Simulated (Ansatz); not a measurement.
**Other spins and charges of HCO, doublet at one geometry**

Geometry (PBE0/def2-TZVP stationary point for this spin, not checked as a minimum):

```yaml
atoms:
  - { symbol: O, position_ang: [0.0000, 0.0746, 0.5425] }
  - { symbol: C, position_ang: [0.0000, -0.1522, -0.6041] }
  - { symbol: H, position_ang: [0.0000, 0.6297, -1.4126] }
```

Basis cc-pVDZ; Ansatz 0.2.0. Correlated methods freeze the noble-gas cores. R marks a restricted (for open shells ROHF) determinant, U an unrestricted one. Active spaces: valence = (11e, 9o) chosen from the atoms' valence shells.

Gaps are energies of the second state less the first, at fixed atoms, for a selection of the levels run; each method lands on the state that its own search finds for that charge and spin.

Unrestricted rows (U, and Kohn–Sham where it breaks symmetry) aren't spin-pure: their determinants' ⟨S²⟩ exceeds S(S+1) by up to 0.43, so they mix in states of higher spin. For open shells CISD is restricted-active-space CI with the open shells as a complete middle space. The largest doubles amplitude grows up the series, to 0.21: the determinant mixes near-degenerate terms, and the last step may understate the doubt. A value is left out where its run failed or describes another state than the reference as far as symmetry and spin tell, or, spin-broken singlets apart, can't be checked.

PBE gives 14.202 eV for removing an electron, to the triplet. Estimate what UCCSDTQ gives in cc-pVDZ.

UCCSDTQ in cc-pVDZ gives 13.767 eV, so against it PBE is off by 0.435 eV, of which a good part can be the reference's own basis and frozen-core error.

```json
{"level": "RHF", "gap (eV)": "12.099", "error (meV)": "-1668"}
{"level": "RMP2", "gap (eV)": "14.236", "error (meV)": "469"}
{"level": "RCCSD", "gap (eV)": "13.718", "error (meV)": "-49"}
{"level": "UCCSD", "gap (eV)": "13.723", "error (meV)": "-44"}
{"level": "RCCSDT", "gap (eV)": "13.758", "error (meV)": "-9"}
{"level": "UCCSDT(Q)", "gap (eV)": "13.770", "error (meV)": "3"}
{"level": "CASSCF (valence space)", "gap (eV)": "12.861", "error (meV)": "-906"}
{"level": "NEVPT2 (valence space)", "gap (eV)": "13.566", "error (meV)": "-201"}
{"level": "MRCISD (valence space)", "gap (eV)": "13.687", "error (meV)": "-80"}
{"level": "PBE0", "gap (eV)": "14.048", "error (meV)": "281"}
```

Removing an electron, to the singlet: 8.730 eV at RCCSDTQ.

```tsv
level	gap (eV)	error (meV)	⟨S²⟩ where 0.1 over S(S+1) (first / second)
RHF	9.235	505	– / –
UHF	9.174	444	– / 0.43
RMP2	8.589	-141	– / –
CISD	8.935	205	– / –
RCCSD	8.853	123	– / –
RCCSD(T)	8.741	11	– / –
BCCD(T)	8.740	10	– / –
RCCSDT	8.747	17	– / –
RCCSDT(Q)	8.719	-11	– / –
CASSCF (valence space)	7.564	-1166	– / –
NEVPT2 (valence space)	8.447	-283	– / –
MRCISD (valence space)	8.599	-131	– / –
MRCISD+Q (valence space)	8.712	-18	– / –
PBE	9.211	481	– / –
r2SCAN	9.467	737	– / –
PBE0	9.474	744	– / –
B3LYP	9.479	749	– / –
wB97M-V	9.221	491	– / –
B2PLYP	9.083	353	– / –
RPA-PBE	8.908	178	– / –
```

Quartet less doublet: 6.548 eV at UCCSDTQ.

```csv
level,gap (eV),error (meV)
RHF,4.767,-1781
RMP2,6.815,267
CISD,6.143,-405
RCCSD,6.376,-172
RCCSD(T),6.534,-14
BCCD(T),6.531,-17
UCCSDT,6.532,-16
RCCSDT(Q),6.551,3
RCCSDTQ,6.550,2
B3LYP,6.463,-85
```

In so small a basis the reference is far from its limit while semilocal and hybrid functionals are nearer theirs (RPA and double hybrids share part of the reference's basis error), so the functionals' errors here hold much of the reference's basis and frozen-core error, which can add to them or hide them.

The reference is named with each gap: full CI where it ran, else the highest cluster level, uncertain by about the last step of the series. The frozen core follows each run's orbitals, which can shift R against U totals by a few meV.
